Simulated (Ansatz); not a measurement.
# C3H4S: one species, many methods

Aim: compute C3H4S with functionals from several rungs and with coupled cluster, and see how far each lands from CCSD(T) at the basis-set limit for the atomisation energy.

The runs use Ansatz 0.2.0, Gaussian basis; functionals in def2-TZVPP, the program's frozen cores in correlated methods.

Levels to be run: LDA (SPW92), PBE-D4, revPBE-D4, BLYP-D4, r2SCAN-D4, B97M-V, PBE0-D4, B3LYP-D4, r2SCANh-D4, r2SCAN0-D4, HSE06-D4, BHLYP-D4, CAM-B3LYP-D4, LC-ωPBE, ωB97X-V, ωB97M-V, B2PLYP, PBE-QIDH; CCSD(T)/def2-SVP; CCSD(T)/def2-TZVPP; MP2/def2-QZVPP; extrapolation to the limit; RPA on PBE.

**1. The geometry**

All runs share one geometry, relaxed beforehand with PBE0-D4 in a triple-zeta def2 set.

8 atoms, charge 0, spin multiplicity 1.

Atoms are counted from 1 here; the program's logs count them from 0.

Bond lengths: C1–C2 1.317 Å, C1–H5 1.082 Å, C1–H6 1.084 Å, C2–C3 1.450 Å, C2–S4 1.728 Å, C3–S4 1.833 Å, C3–H7 1.086 Å, C3–H8 1.086 Å. Angles: C2–C1–H5 121.6°, C2–C1–H6 120.1°, H5–C1–H6 118.3°, C1–C2–C3 146.0°, C1–C2–S4 144.2°, C3–C2–S4 69.8°, C2–C3–S4 62.2°, C2–C3–H7 118.9°, C2–C3–H8 118.9°, S4–C3–H7 115.2°, S4–C3–H8 115.2°, H7–C3–H8 115.5°, C2–S4–C3 48.0°.

Geometry (Å):

```mol
C3H4S
  3D, bonds by distance, orders not assigned

  8  8  0  0  0  0  0  0  0  0999 V2000
   -0.5467    1.2813   -0.2038 C   0  0
   -0.1504    0.0267   -0.2712 C   0  0
    0.5888   -1.0373    0.3810 C   0  0
   -0.1990   -1.4085   -1.2324 S   0  0
   -1.1466    1.7288   -0.9855 H   0  0
   -0.2734    1.8920    0.6485 H   0  0
    1.6741   -1.0048    0.3698 H   0  0
    0.1454   -1.5354    1.2379 H   0  0
  1  2  8  0
  2  3  8  0
  3  4  8  0
  1  5  8  0
  1  6  8  0
  3  7  8  0
  3  8  8  0
  2  4  8  0
M  END
```

**2. LDA**

This LDA is Slater exchange with PW92 correlation.

Input file in.yaml:

```yaml
crystal:
  periodic: [false, false, false]
  atoms:
    - {symbol: C, position_ang: [-0.546741, 1.281260, -0.203785]}
    - {symbol: C, position_ang: [-0.150366, 0.026680, -0.271181]}
    - {symbol: C, position_ang: [0.588830, -1.037291, 0.380961]}
    - {symbol: S, position_ang: [-0.198971, -1.408455, -1.232422]}
    - {symbol: H, position_ang: [-1.146594, 1.728810, -0.985505]}
    - {symbol: H, position_ang: [-0.273427, 1.892027, 0.648470]}
    - {symbol: H, position_ang: [1.674136, -1.004764, 0.369816]}
    - {symbol: H, position_ang: [0.145434, -1.535368, 1.237945]}
basis:
  gaussian: {orbitals: def2-TZVPP}
hamiltonian: {xc: lda}
output: {orbitals: {seedname: orbitals}}
```

On the command line:

```sh
> ansatz run in.yaml --threads 2 --pin off --events-out ev --progress --plain --max-ram 4352MiB
```

After this run come: PBE-D4 (GGA); revPBE-D4 (GGA); BLYP-D4 (GGA); r2SCAN-D4 (meta-GGA); B97M-V (meta-GGA); PBE0-D4 (hybrid); B3LYP-D4 (hybrid); r2SCANh-D4 (hybrid); r2SCAN0-D4 (hybrid); HSE06-D4 (hybrid); BHLYP-D4 (hybrid); CAM-B3LYP-D4 (range-separated); LC-ωPBE (range-separated); ωB97X-V (range-separated); ωB97M-V (range-separated); B2PLYP (double hybrid); PBE-QIDH (double hybrid); CCSD(T) in def2-SVP; CCSD(T) in def2-TZVPP; MP2 in def2-QZVPP; RPA on PBE orbitals.

**Question.** What will the summary of the whole plan be? Wanted: atomisation energy, CCSD(T)/CBS; farthest beyond LDA; mean size of error, GGA; mean size of error, meta-GGA; mean size of error, hybrid; mean size of error, range-separated; mean size of error, double hybrid; gap, smallest and largest; T1 diagnostic.

**Answer**, as computed:

| quantity | value |
| --- | --- |
| atomisation energy, CCSD(T)/CBS | 33.266 eV |
| functionals within 0.166 eV (0.5 %) | B3LYP-D4, r2SCANh-D4, CAM-B3LYP-D4, LC-ωPBE, ωB97X-V, PBE-QIDH |
| farthest beyond LDA | PBE-D4 (+1.390 eV) |
| mean size of error, GGA | 0.695 eV |
| mean size of error, meta-GGA | 0.400 eV |
| mean size of error, hybrid | 0.467 eV |
| mean size of error, range-separated | 0.131 eV |
| mean size of error, double hybrid | 0.189 eV |
| gap, smallest and largest | 4.19 eV (BLYP-D4), 11.32 eV (LC-ωPBE) |
| T1 diagnostic | 0.0123 |
| triples share of the correlation energy | 4.9 % |

What this shows: The LDA atomisation energy is off by 5.549 eV (17 %): it overbinds. PBE-D4 misses by +1.390 eV. Double hybrids carry the basis error of their MP2 part in triple zeta, and no dispersion term here, so their miss is partly the set-up's. By mean error the best rung here is range-separated (0.131 eV) and the worst beyond LDA is GGA (0.695 eV). The gap between the best rungs is small, so their order is not settled. The reference freezes the cores and leaves out relativity and excitations past (T), so misses under about 0.166 eV can't be ranked. Hartree-Fock recovers 72 % of the binding; the rest is correlation. CCSD(T) in def2-SVP is off by -1.621 eV, more than most functionals: a good method in a small basis is no reference. Orbital gaps span 4.2 to 11.3 eV; exact exchange widens them.
